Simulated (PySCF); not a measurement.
Isomers of C6H4O2.

All values: PBE0/def2-SVPD (PySCF) at GFN2-xTB geometries, gas phase, one conformer each. Core orbitals are frozen in the response; Δα² is half the sum of the squared differences of the principal polarisabilities. Dipoles and anisotropies that the point group forbids are given as zero.

(1) Rank by mean static polarisability, highest first.
A. `C=C1C(=O)C=CC1=O`
B. `c12ccoc2cco1`
C. `O1C(=O)[C@H](C#C)C=C1`

(2) Rank by HOMO–LUMO gap, lowest first.
A. `C#C[C@@H]1C=COC1=O`
B. `C=C1C(=O)C=CC1=O`
C. `C1=CC2=C(C=CO2)O1`
D. `O=C1C=CC(=O)C=C1`

## Answers

(1) A (11.08 Å³), B (10.54 Å³), C (10.27 Å³).

(2) D (4.23 eV), B (4.71 eV), C (5.72 eV), A (6.69 eV).

All values together:

```
            SMILES  μ (D)  HOMO (eV)  LUMO (eV)  α (Å³)  Δα (Å³)
C#C[C@@H]1C=COC1=O   3.85      -7.67      -0.97   10.27     4.19
  C=C1C(=O)C=CC1=O   1.14      -7.62      -2.91   11.08     7.24
      c1cc2occc2o1   0.00      -6.08      -0.36   10.54     7.53
  O=C1C=CC(=O)C=C1   0.00      -8.05      -3.82   11.16     9.49
```
